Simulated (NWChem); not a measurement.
Molecule: PH₂, doublet; SMILES [PH2]

```xyz
3

P      0.0000     0.0000     0.1333
H      1.0257     0.0000    -0.8674
H     -1.0257     0.0000    -0.8674
```
Atoms are numbered in this order, from 1.

Level: PBE0/def2-SVP, spin-unrestricted (NWChem), optimised geometry, unscaled harmonic frequencies. In the optimisation the excess spin sits in b2 (C2v, its own frame).

```tsv
frequency (cm⁻¹)	IR intensity (km/mol)
1112	24.7
2390	61.0
2404	86.7
```

```yaml
zero_point_energy: 8.4 kcal/mol
thermal correction to the enthalpy at 298.15 K (with zero-point energy): 10.8 kcal/mol
heat capacity Cv: 6.2 cal/(mol K)
"entropy at 298.15 K and 1 atm (symmetry number 2, electronic part: spin degeneracy alone)": 50.8 cal/(mol K)
dipole_moment: 0.83 D
```

Rigid rotor and harmonic oscillator.
